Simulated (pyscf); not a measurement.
One four-centre exchange on the singlet surface with elements of a group swapped. ωB97M-D3(BJ)/def2-TZVP, kcal/mol, from the separated reactants. Structures and frequencies: ωB97X-D3(BJ)/def2-SVP in PySCF.

| step | barrier | reaction energy | imaginary mode (i cm⁻¹) |
|---|---|---|---|
| `[CH3][Zn][Cl]` + `[ClH]` → `[CH4]` + `[Cl][Zn][Cl]` | (withheld) | (withheld) | 1126 |
| `[CH3][Zn][Cl]` + `[FH]` -> `[CH4]` + `[F][Zn][Cl]` | 13.3 | -17.6 | 1132 |

Question: Complete the blanks.

Answer: 
- `[CH3][Zn][Cl]` + `[ClH]` → `[CH4]` + `[Cl][Zn][Cl]`, barrier: 13.9
- `[CH3][Zn][Cl]` + `[ClH]` → `[CH4]` + `[Cl][Zn][Cl]`, reaction energy: -32.4

Each row is the saddle that its search found. Elements up to Kr have no core potential and no relativistic terms here.
